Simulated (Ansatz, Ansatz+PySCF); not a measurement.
```xyz
10

C     0.0000    0.0000    0.0000
C     1.4143    0.0000    0.0000
C    -0.7072    1.2248    0.0000
C    -0.7072   -1.2248    0.0000
H     1.9765   -0.9363    0.0000
H     1.9765    0.9363    0.0000
H    -1.7991    1.2436    0.0000
H    -0.1774    2.1799    0.0000
H    -1.7991   -1.2436    0.0000
H    -0.1774   -2.1799    0.0000
```

UHF on triplet C4H6 was run in several spherical basis sets with Ansatz (development build ahead of 0.2.0). Caution for UHF: the unrestricted determinant is spin contaminated.

Task: Rank the basis sets by the total energy that they give, lowest first, with the distance from the lowest.
A. def2-TZVP
B. def2-SVP
C. cc-pVTZ

Result: A (0.00 eV), C (0.07 eV), B (4.55 eV).

Totals follow the description of the cores as much as that of the bonds, so this order isn't one of quality for chemistry.
